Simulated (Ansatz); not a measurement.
# SiNH4 radical: how energies converge with the basis set

How large a basis does SiNH4 radical need? Two functionals are run in growing sets.

Method: one geometry, several basis sets; program: Ansatz 0.2.0, Gaussian basis.

Plan: PBE0-D4/def2-SVP; ωB97M-V/def2-SVP; PBE0-D4/def2-QZVPP; ωB97M-V/def2-QZVPP; the functionals' def2-TZVPP values are taken from earlier runs.

## 1. The geometry

The geometry comes from an earlier relaxation with PBE0-D4 in a triple-zeta def2 set; it is a stationary point.

SMILES `[NH][SiH3]`, 6 atoms, charge 0, spin multiplicity 2.

Atoms are counted from 1 here; the program's logs count them from 0.

Bond lengths: N1–Si2 1.753 Å, N1–H3 1.023 Å, Si2–H4 1.491 Å, Si2–H5 1.491 Å, Si2–H6 1.481 Å. Angles: Si2–N1–H3 111.9°, N1–Si2–H4 110.8°, N1–Si2–H5 109.1°, N1–Si2–H6 109.3°, H4–Si2–H5 108.6°, H4–Si2–H6 109.5°, H5–Si2–H6 109.5°.

## 2. PBE0-D4 in def2-SVP

Contents of in.yaml:

```yaml
crystal:
  periodic: [false, false, false]
  atoms:
    - {symbol: N, position_ang: [0.592145, -0.835218, 0.909470]}
    - {symbol: Si, position_ang: [-0.203705, 0.347586, -0.109981]}
    - {symbol: H, position_ang: [0.922750, -1.640651, 0.372666]}
    - {symbol: H, position_ang: [-1.310562, -0.282320, -0.885520]}
    - {symbol: H, position_ang: [0.789510, 0.911815, -1.068907]}
    - {symbol: H, position_ang: [-0.748136, 1.434788, 0.736172]}
basis:
  gaussian: {orbitals: def2-SVP}
magnetization: {spin_polarized: true, initial_magnetization: 1}
hamiltonian: {xc: pbe0, dispersion: d4}
output: {orbitals: {seedname: orbitals}}
```

Further steps of the session: ωB97M-V in def2-SVP; PBE0-D4 in def2-QZVPP; ωB97M-V in def2-QZVPP.

Before running them: what should the planned runs give, taken together? Wanted: PBE0-D4: double and triple zeta above quadruple; ωB97M-V: double and triple zeta above quadruple.

The runs gave:

| quantity | value |
| --- | --- |
| PBE0-D4: double and triple zeta above quadruple | 5.13, 0.37 eV |
| ωB97M-V: double and triple zeta above quadruple | 5.23, 0.35 eV |

In words: PBE0-D4 gains 4.76 eV from double to triple zeta, then 0.37 eV more. These are total energies; as a rule much of such shifts cancels in differences, which this series doesn't test.
